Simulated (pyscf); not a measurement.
`[Cl][SiH2][Cl]` + `[ClH]` → `[ClH]` + `[Cl][SiH2][Cl]` (four-centre exchange; singlet surface; Cl–Si, Cl–H broken, Cl–H, Cl–Si formed). Optimised with ωB97X-D3(BJ)/def2-SVP in PySCF. Energies in eV from the separated reactants.

```json
[
 {"level": "ωB97X-D3(BJ)/def2-TZVP", "barrier": "1.59", "reaction energy": "0.00"},
 {"level": "PBE/def2-TZVP", "barrier": "[?]", "reaction energy": "0.00"},
 {"level": "B3LYP-D3(BJ)/def2-TZVP", "barrier": "[?]", "reaction energy": "0.00"},
 {"level": "M06-2X/def2-TZVP", "barrier": "1.63", "reaction energy": "0.00"},
 {"level": "ωB97M-D3(BJ)/def2-TZVP", "barrier": "1.64", "reaction energy": "0.00"},
 {"level": "HF/def2-TZVP", "barrier": "2.59", "reaction energy": "0.00"}
]
```

### Question
Complete the blanks.

### Answer

- PBE/def2-TZVP, barrier: 1.29
- B3LYP-D3(BJ)/def2-TZVP, barrier: 1.53

The functionals in the table span 0.35 eV in this barrier, from PBE to ωB97M-D3(BJ)/def2-TZVP. One saddle was located; it need not be the lowest between these sides.
